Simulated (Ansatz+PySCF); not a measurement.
Results of a calculation; reference values are marked as such.
# Several solutions for singlet C2H4 in separate pieces

```json
{"atom": "C", "x (Å)": "0.0000", "y (Å)": "0.0000", "z (Å)": "-0.1059"}
{"atom": "H", "x (Å)": "0.0000", "y (Å)": "1.0040", "z (Å)": "0.3178"}
{"atom": "H", "x (Å)": "0.0000", "y (Å)": "-1.0040", "z (Å)": "0.3178"}
{"atom": "C", "x (Å)": "10.0000", "y (Å)": "0.0000", "z (Å)": "-0.1059"}
{"atom": "H", "x (Å)": "10.0000", "y (Å)": "1.0040", "z (Å)": "0.3178"}
{"atom": "H", "x (Å)": "10.0000", "y (Å)": "-1.0040", "z (Å)": "0.3178"}
```

Basis set: cc-pVDZ (spherical functions). Charge 0, multiplicity 1.

PBE0 (unrestricted) was run from several starts with Ansatz (development build ahead of 0.2.0) and PySCF 2.14.0.

```csv
run,program,start,converged,energy (hartree),<S²>
A,PySCF,program defaults,yes,-78.10454,0.00
B,PySCF,"guess minao, instabilities followed",yes,-78.17003,1.85
C,Ansatz,search for the lowest state,yes,-78.20516,2.01
D,Ansatz,stability test followed,yes,-78.17003,1.85
E,Ansatz,"atomic start, no search",yes,-78.10454,0.00
```

Question: Which runs reached the lowest solution of this kind, and what is wrong with the others?

Answer: C reached the lowest solution found. Converged but too high: A by 2.74 eV, B by 0.96 eV, D by 0.96 eV, E by 2.74 eV. Convergence only shows a stationary point, and even a stable one can lie too high; stability tests and further starts are what find lower ones. Caution: the unrestricted determinant is a mixture of spin states. Caution: the determinant breaks the point group.
